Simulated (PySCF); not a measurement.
**Magnetisability: SMILES c1c[cH+]1, [C$_{3}$H$_{3}$]+, charge +1**

Molfile (atoms numbered from 1):
```
C3H3
     RDKit          3D

  6  6  0  0  0  0  0  0  0  0999 V2000
   -0.3971   -0.6793   -0.0120 C   0  0  0  0  0  0  0  0  0  0  0  0
   -0.3893    0.6845    0.0045 C   0  0  0  0  0  0  0  0  0  0  0  0
    0.7879   -0.0043    0.0097 C   0  0  0  0  0  0  0  0  0  0  0  0
   -0.9493   -1.6234   -0.0295 H   0  0  0  0  0  0  0  0  0  0  0  0
   -0.9307    1.6350    0.0098 H   0  0  0  0  0  0  0  0  0  0  0  0
    1.8818   -0.0107    0.0221 H   0  0  0  0  0  0  0  0  0  0  0  0
  1  2  2  0
  2  3  1  0
  3  1  1  0
  1  4  1  0
  2  5  1  0
  3  6  1  0
M  CHG  1   3   1
M  END
```

Method: GIAO B3LYP/STO-3G magnetisability, rotational g tensor and spin-rotation constants, non-relativistic, gas phase in PySCF. Geometry: PBE0-D3(BJ)/def2-SVP.

For an ion the centre-of-mass motion in the field is neglected.

Task: What are the magnetisability and the molar susceptibility?

Result: Isotropic -314 × 10⁻³⁰ J/T², or -18.9 × 10⁻⁶ cm³/mol; principal values -657, -143, -143 × 10⁻³⁰ J/T², anisotropy 514 × 10⁻³⁰ J/T² (root of half the summed squared differences of the principal values). The susceptibility is in cgs units.

Task: Split it along the inertial axes a, b, c into diamagnetic and paramagnetic parts about the centre of mass, with the quadrupole moment.

Result: 
```tsv
axis	χ (10⁻⁶ cm³/mol)	diamagnetic (10⁻⁶ cm³/mol)	paramagnetic (10⁻⁶ cm³/mol)	summed x² of all electrons (Å²)	quadrupole Θ (D Å)
a	-8.6	-69.1	60.5	13.1	+2.58
b	-8.6	-69.1	60.5	13.1	+2.58
c	-39.6	-110.8	71.2	3.2	-5.16
```
Anisotropies 2χaa − χbb − χcc = +30.9 and 2χbb − χaa − χcc = +30.9 × 10⁻⁶ cm³/mol. Θ is traceless in Buckingham's convention.

Task: And the rotational g tensor?

Result: 
```tsv
axis	rotational constant (GHz)	g	nuclear part	electronic part
a	30.6054	-0.2056	0.6643	-0.8699
b	30.6048	-0.2056	0.6643	-0.8699
c	15.3026	+0.1524	0.6643	-0.5119
```
Oblate top; isotopes 12C, 1H; no vibrational averaging.
